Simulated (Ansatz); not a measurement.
## Ansatz (development build ahead of 0.2.0) run

```yaml
crystal:
  periodic: [false, false, false]
  atoms:
    - { symbol: O, position_ang: [0.0, 0.0, -0.65232] }
    - { symbol: O, position_ang: [0.0, 0.0, 0.65232] }
basis:
  gaussian: { orbitals: "6-31G" }
magnetization:
  spin_polarized: true
  initial_magnetization: 2
hamiltonian:
  xc: hf
correlation:
  method: ccsd_t
  frozen_orbitals: { O: 1 }
```

The input is written out in the form of the current development build from the run's settings.

Results

```
Converged          : yes
Reference energy   : -149.53519 hartree
Correlation energy : -0.25433 hartree
Total energy       : -149.78952 hartree
```
